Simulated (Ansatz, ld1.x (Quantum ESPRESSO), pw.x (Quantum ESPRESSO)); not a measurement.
**pw.x on diamond Mg: one setting changed**

Potential: PAW, ld1.x (Quantum ESPRESSO) 7.5, LDA (PW92); core [Ne], reference 3s2 3p0; waves: 3s (bound): rcut 1.85, rcutus 2.55 bohr; 3s channel at 0.45 Ry: rcut 1.85, rcutus 2.55 bohr; 3p (bound, empty): rcut 1.90, rcutus 2.55 bohr; 3p channel at 0.25 Ry: rcut 1.90, rcutus 2.55 bohr; 3d channel at 0.45 Ry: rcut 1.85, rcutus 2.40 bohr; local part: all-electron potential smoothed inside 2.10 bohr (lloc = -1); core correction: Bessel-smoothed model core inside 1.55 bohr; augmentation: PSQ, inside the norm-conserving radii.

The reference run (k-mesh 8³, cutoffs 40/320 Ry, Fermi–Dirac 0.01 Ry, mixing_beta 0.4, conv_thr 1e-9, no spin) gives 0.02 GPa at 37.617 Å³/atom, where all-electron LAPW gives -0.01 GPa. This run, with its own iteration cap, changes degauss to 0.005.

```
&control
  calculation='scf', prefix='x', pseudo_dir='./', outdir='./tmp', tstress=.true., disk_io='none'
/
&system
  ibrav=0, nat=2, ntyp=1, ecutwfc=40, ecutrho=320, nbnd=9,
  occupations='smearing', smearing='fd', degauss=0.005
/
&electrons
  conv_thr=1e-09, mixing_beta=0.4, electron_maxstep=60
/
ATOMIC_SPECIES
Mg 1.0 Mg.UPF
CELL_PARAMETERS angstrom
  0.00000000 3.35064219 3.35064219
  3.35064219 0.00000000 3.35064219
  3.35064219 3.35064219 0.00000000
ATOMIC_POSITIONS crystal
Mg 0.0000 0.0000 0.0000
Mg 0.2500 0.2500 0.2500
K_POINTS automatic
8 8 8 0 0 0
```

```bash
pw.x < Mg.scf.in > Mg.scf.out
```

Task: How does the run end?

Result: It converges in 5 iterations; the free energy moves by +14.0 meV/atom and the pressure by -0.05 GPa. In a metal, with Fermi–Dirac smearing, F lies below its zero-width value by a term in the square of the width.

```
Message from routine setup:
     using ibrav=0 with symmetry is DISCOURAGED, use correct ibrav instead
     lattice parameter (alat)  =       8.9545  a.u.
     unit-cell volume          =     507.7042 (a.u.)^3
     number of electrons       =         4.00
     number of Kohn-Sham states=            9
     kinetic-energy cutoff     =      40.0000  Ry
     charge density cutoff     =     320.0000  Ry
     scf convergence threshold =      1.0E-09
     Exchange-correlation= SLA  PW   NOGX NOGC
     number of k points=    29  Fermi-Dirac smearing, width (Ry)=  0.0050
     iteration #  1     ecut=    40.00 Ry     beta= 0.40
     total energy              =     -63.69745422 Ry
     estimated scf accuracy    <       0.00303355 Ry
     iteration #  2     ecut=    40.00 Ry     beta= 0.40
     total energy              =     -63.69739505 Ry
     estimated scf accuracy    <       0.00091556 Ry
     iteration #  3     ecut=    40.00 Ry     beta= 0.40
     total energy              =     -63.69745276 Ry
     estimated scf accuracy    <       0.00002346 Ry
     iteration #  4     ecut=    40.00 Ry     beta= 0.40
     total energy              =     -63.69745363 Ry
     estimated scf accuracy    <       0.00000003 Ry
     iteration #  5     ecut=    40.00 Ry     beta= 0.40
     the Fermi energy is     0.7500 ev
!    total energy              =     -63.69745368 Ry
     estimated scf accuracy    <          8.1E-10 Ry
     smearing contrib. (-TS)   =      -0.00146228 Ry
     convergence has been achieved in   5 iterations
          total   stress  (Ry/bohr**3)                   (kbar)     P=       -0.30
     Message from routine punch:
     Nothing written, as per user request (disk_io='none')
```

The run took about 7.5 s on one core of a shared host (Neoverse-V2, 48 threads, 185 GiB, load 40).
